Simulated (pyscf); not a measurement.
Elementary routes open to `[CH]#[CH]` + `[FH]` in the gas phase (singlet surface):
A. `[CH2]=[CH][F]` (F–H broken; C–H, C–F formed)
B. `[C]=[CH2]` [singlet] + `[FH]` (C–H, F–H broken; C–H, F–H formed)

PySCF, gas phase, ωB97X-D3(BJ)/def2-SVP geometries. MP2 and CC: frozen core, UHF for open shells. ΔMP2 is the change of the MP2 total energy from the triple- to the quadruple-zeta basis.

**Question.** Rank the routes by free-energy barrier at 1200 K, lowest first, for CCSD(T)/def2-TZVPP + ΔMP2(QZVPP) energies (ideal gas, 1 atm, RRHO with modes under 100 cm⁻¹ raised to 100, one conformer, R ln 2 for rigid chiral ones).

**Answer.** A (84.1 kcal/mol), B (93.9 kcal/mol)

Route A is the fastest of these, ahead of the next by 9.8 kcal/mol. The most stable products are those of A (ΔG = +13.1 kcal/mol), so kinetics and thermodynamics agree. At 298 K A is still the fastest. A: On the reactant side the descent ends in a complex, 5.3 kcal/mol under the separated species and 50.7 kcal/mol under the saddle at ωB97X-D3(BJ)/def2-TZVP. B: On the reactant side the descent ends in a complex, 5.3 kcal/mol under the separated species and 66.3 kcal/mol under the saddle at ωB97X-D3(BJ)/def2-TZVP. On the product side the descent ends in a complex, 5.8 kcal/mol under the separated species and 25.1 kcal/mol under the saddle at ωB97X-D3(BJ)/def2-TZVP. Only these routes are compared; each barrier is that of the saddle found, and lower ones may exist. The CCSD(T) − MP2 part came from Ansatz, without density fitting, on the same reference.
